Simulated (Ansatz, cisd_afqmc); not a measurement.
Species: CHN, charge 1, doublet. CHN+ (parent SMILES C#N, doublet).
B3LYP-D3(BJ)/def2-TZVP minimum from Ansatz (a first-principles code):
```
C
N 1 1.2074
H 1 1.0934 2 180.00
```
Charge +1, spin multiplicity 2.

Total energies in cc-pVTZ, 9 correlated electrons, 2 frozen orbitals. Open shells are spin-unrestricted; no spin-orbit coupling. Correlated methods leave the cores frozen. No relativity. AFQMC/CISD: phaseless, guided by CISD from CCSD amplitudes; bars are statistical, one sigma. Outlying blocks are dropped, and bars are widened where a walk drifts. Over all cases where full CI ran beside it in this data, AFQMC minus full CI had a median of +0.1 mEh and passed +0.4 mEh in a tenth of the cases. The UHF reference of CHN+ (parent SMILES C#N, doublet) is spin-contaminated (<S^2> up to 0.04 over the pure value in the sets run).

```json
[
 {"method": "HF", "program": "Ansatz", "energy (Eh)": "-92.46864", "minus CCSDT(Q) (mEh)": "312.98"},
 {"method": "MP2", "program": "Ansatz", "energy (Eh)": "-92.74249", "minus CCSDT(Q) (mEh)": "39.13"},
 {"method": "CCSD", "program": "Ansatz", "energy (Eh)": "-92.76631", "minus CCSDT(Q) (mEh)": "15.32"},
 {"method": "CCSD(T)", "program": "Ansatz", "energy (Eh)": "-92.77971", "minus CCSDT(Q) (mEh)": "1.91"},
 {"method": "CCSDT(Q)", "program": "Ansatz", "energy (Eh)": "-92.78162", "minus CCSDT(Q) (mEh)": "0.00"},
 {"method": "AFQMC/CISD", "program": "cisd_afqmc", "energy (Eh)": "-92.7802 ± 0.0011", "minus CCSDT(Q) (mEh)": "1.4 ± 1.1"}
]
```

Rough core times of Ansatz's runs on a shared machine: CCSD(T) under 20 s, CCSDT(Q) 3 min.
